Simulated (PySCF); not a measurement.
A structure optimised at PBE-D3(BJ)/def2-TZVP, used in a PySCF frequency run:

```xyz
6

C     -0.0200    -0.6663     0.0000
O      0.1230     0.7525     0.0000
H     -0.5459    -1.0384     0.8979
H      0.9946    -1.0854     0.0000
H     -0.5459    -1.0384    -0.8979
H     -0.7673     1.1399     0.0000
```

Write its SMILES, formula and point group.

CO, CH4O, Cs

What are its rotational constants (standard atomic weights)?

126.16, 24.536, 23.668 GHz
